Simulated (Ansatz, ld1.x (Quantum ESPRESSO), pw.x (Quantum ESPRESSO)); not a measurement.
## hafnium (Hf): one change to the ultrasoft potential, in the atom and in the bcc crystal

```
Element                 : hafnium (Hf)
Generator               : ld1.x (Quantum ESPRESSO) 7.5
Type                    : ultrasoft
Functional              : LDA (PW92)
Relativity              : scalar-relativistic
Frozen core             : [Kr] 4d10 4f14 5s2
Valence charge          : 10
Reference configuration : 5p6 5d2 6s1 6p0 (charge +1)
Partial waves           : 6s (bound): rcut 2.60, rcutus 2.85 bohr; 6s channel at 4.5 Ry: rcut 2.60, rcutus 2.85 bohr; 5p (bound): rcut 1.95, rcutus 2.35 bohr; 6p (bound, empty): rcut 1.95, rcutus 2.35 bohr; 5d (bound): rcut 2.25, rcutus 2.95 bohr; 5d channel at 0.2 Ry: rcut 2.25, rcutus 2.95 bohr; 5f channel at -0.1 Ry: rcut 2.15, rcutus 2.85 bohr
Local potential         : all-electron potential smoothed inside 2.45 bohr (lloc = -2)
Core correction         : none
Augmentation charge     : PSQ, inside the norm-conserving radii
```

Change: all radii scaled by about 1.22 (s 3.48, p 2.88, d 3.62, f 3.48 bohr, rcut 3.18/2.38/2.76/2.64); local potential all-electron potential smoothed inside 3.00 bohr (lloc = -2).

Cutoffs, loose and tight: the cutoffs (Ry, on a coarse ladder) from which the occupation-weighted sum of valence levels, in a spherical-Bessel basis at the reference potential, stays within 10 and 1 mRy of its value at 400 Ry. They do not see the model core or the augmentation charge, which bear on the density cutoff. Test errors are all-electron minus pseudo excitation energies from the reference, over the configurations 5p6 5d2 6s2 6p0; 5p6 5d2 6s0 6p0; 5p6 5d1 6s0 6p0; 5p6 5d2 6s0 6p2; 5p6 5d1 6s2 6p1; 5p6 5d0 6s0 6p0; 5p6 5d2 6s0 6p1 (two spin-polarised tests are not counted in the largest error); variants that change the core or the reference have their own tests.

Crystal test: bcc Hf in pw.x 7.5, no spin, 13³ k-points, Fermi–Dirac smearing 0.01 Ry, cutoffs set for each file from its atomic test. The reference is all-electron LAPW (Ansatz 0.2.0) with the same functional, mesh and smearing; V0 and B0 come from Birch–Murnaghan fits to the pressures at five volumes. Errors are pseudo minus all-electron; Δ is the rms difference of the E(V) curves that follow from these fits, minima aligned, over ±6 % about the mean V0. Mesh and smearing are coarse, so the numbers serve the comparison and aren't converged zero-temperature values; the lattice is a test structure that the element need not adopt.

All-electron: a0 = 3.449 Å (V0 = 20.51 Å³/atom), B0 = 110.4 GPa.

Question: Does the change bring the crystal closer to the all-electron result?

Answer: The mean pressure error goes from -2.28 to +1.59 GPa, so the change moves the solid closer to the all-electron pressures. The B0 error goes the other way, from -1.4 to +5.7 %.

```tsv
quantity	base	changed
outcome (atom)	generated	generated
cutoff, loose (atom)	15 Ry	10 Ry
cutoff, tight (atom)	25 Ry	15 Ry
bound ghosts (atom)	none	none
largest test error (meV) (atom)	+20	+22 over the solved tests; test run stopped at test 4 of 9 (negative rho)
cutoffs in pw.x (Ry)	40/320	40/320
a0 (Å)	3.424	3.464
a0 error (%)	-0.72	+0.44
B0 error (%)	-1.4	+5.7
Δ (meV/atom)	10.6	6.9
mean pressure error (GPa)	-2.28	+1.59
```

Base: The largest radius (2.95 bohr) exceeds half the bond length (2.82 bohr), so the spheres overlap, which is one possible source of error among others. This is a poor potential for the solid. Changed file: The largest radius (3.62 bohr) exceeds half the bond length (2.82 bohr), so the spheres overlap, which is one possible source of error among others. Atomic configuration tests: test run stopped at test 4 of 9 (negative rho). The atomic cutoffs weigh occupied waves only.
